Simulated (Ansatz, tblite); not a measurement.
**BH2(NH2) (BNH4): charged states by level of theory**

One table from this session's results is given with a row withheld; the runs are named, their logs left out.

The runs use Ansatz 0.2.0, Gaussian basis; as each input shows.

Levels to be run: charge +1 doublet, at the geometry of the singlet (PBE0-D4/def2-TZVP, PBE-D4/def2-TZVP, r2SCAN-D4/def2-TZVP, CCSD(T)/def2-TZVPP); the starting singlet's energies come from earlier runs.

### The geometry

The singlet was relaxed beforehand with PBE-D4/def2-TZVP.

6 atoms, charge 0, spin multiplicity 1.

Atoms are counted from 1 here; the program's logs count them from 0.

Bond lengths: B1–H2 1.203 Å, B1–H3 1.203 Å, B1–N4 1.393 Å, N4–H5 1.015 Å, N4–H6 1.015 Å. Angles: H2–B1–H3 122.3°, H2–B1–N4 118.9°, H3–B1–N4 118.9°, B1–N4–H5 123.4°, B1–N4–H6 123.4°, H5–N4–H6 113.3°.

The first run:

The input, in.yaml:

```yaml
crystal:
  periodic: [false, false, false]
  atoms:
    - {symbol: B, position_ang: [0.343935, 0.596956, 0.003713]}
    - {symbol: H, position_ang: [1.357875, 0.678712, 0.645582]}
    - {symbol: H, position_ang: [-0.090304, 1.521120, -0.631980]}
    - {symbol: N, position_ang: [-0.351443, -0.609876, -0.003772]}
    - {symbol: H, position_ang: [-1.212680, -0.754598, -0.520827]}
    - {symbol: H, position_ang: [-0.047394, -1.432305, 0.507293]}
basis:
  gaussian: {orbitals: def2-TZVP}
total_charge: 1
magnetization: {spin_polarized: true, initial_magnetization: 1}
hamiltonian: {xc: pbe0, dispersion: d4}
output: {orbitals: {seedname: orbitals}}
```

On the command line:

```bash
$ ansatz run in.yaml --threads 4 --pin off --events-out ev --progress --plain --max-ram 3916MiB
```

Steps of the session up to this table: Charge +1 doublet at the fixed geometry, PBE0-D4/def2-TZVP; Charge +1 doublet at the fixed geometry, PBE-D4/def2-TZVP; Charge +1 doublet at the fixed geometry, r2SCAN-D4/def2-TZVP; Charge +1 doublet at the fixed geometry, CCSD(T)/def2-TZVPP.

One of the session's tables, all rows but one given; the rest of the session is left out.

It belongs to the step «Vertical ionisation energy». 

```
             method  vertical ionisation energy (eV)
      HF/def2-TZVPP                             9.61
   PBE-D4/def2-TZVP                            11.21
r2SCAN-D4/def2-TZVP                            11.20
  PBE0-D4/def2-TZVP                            11.26
     MP2/def2-TZVPP                            11.38
    CCSD/def2-TZVPP                                ?
 CCSD(T)/def2-TZVPP                            11.27
```

Q: Estimate the row for CCSD/def2-TZVPP from the others.

As computed: vertical ionisation energy (eV): 11.14. In the column «vertical ionisation energy (eV)» it lies between HF/def2-TZVPP (9.61) and r2SCAN-D4/def2-TZVP (11.20).
